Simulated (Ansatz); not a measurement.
# AsH4⁺, singlet: the ladder up to RCCSDT(Q)

Geometry: displaced at random from a stationary point.

```json
{"atom": "As", "x (Å)": "0.0014", "y (Å)": "-0.0001", "z (Å)": "0.0021"}
{"atom": "H", "x (Å)": "0.8596", "y (Å)": "0.8456", "z (Å)": "0.8511"}
{"atom": "H", "x (Å)": "-0.8141", "y (Å)": "-0.8148", "z (Å)": "0.8089"}
{"atom": "H", "x (Å)": "-0.9124", "y (Å)": "0.8392", "z (Å)": "-0.8859"}
{"atom": "H", "x (Å)": "0.7649", "y (Å)": "-0.8663", "z (Å)": "-0.9300"}
```

Basis cc-pVTZ; Ansatz 0.2.0. Correlated methods freeze the noble-gas cores and the filled d shells of p-block atoms, which leaves 8 electrons in 85 orbitals. Prefix R: restricted or restricted open-shell reference. Active spaces: valence = (8e, 8o) chosen from the atoms' valence shells. No spin–orbit coupling is included, and no scalar relativity.

Full CI isn't at hand for all of this; RCCSDT(Q) serves as the reference, and is uncertain by the last step of the cluster series or more.

```
UHF ⟨S²⟩                          : 0.000
T1 diagnostic (RCCSD)             : 0.0095
largest doubles amplitude (RCCSD) : 0.045
```

```tsv
level	E − E(RCCSDT(Q)) (meV)	share of correlation (%)	wall time
RHF	4961	0.00	–
RMP2	904	81.79	–
RCCSD	138	97.23	–
RCCSD(T)	21	99.57	7 s
BCCD(T)	21	99.58	2.5 s
RCCSDT	3	99.94	–
CASSCF (valence space)	3253	34.44	–
NEVPT2 (valence space)	846	82.94	7.5 s
```

The correlation energy at RCCSDT(Q), counted from RHF, is -4.961 eV. That run took 2.2 min on 1 thread of Arm Neoverse V1, shared host.

Times hold each run's SCF and search for its determinant on a shared host, so for small cases they say little of a method's own cost; they ran on 1 thread of Arm Neoverse V1. Some runs computed forces too.

Natural occupations of CASSCF (valence space) about the gap: 1.988 1.975 1.973 1.970 0.031 0.024 0.020 0.019; effectively unpaired electrons, Σ n²(2−n)², 0.02.
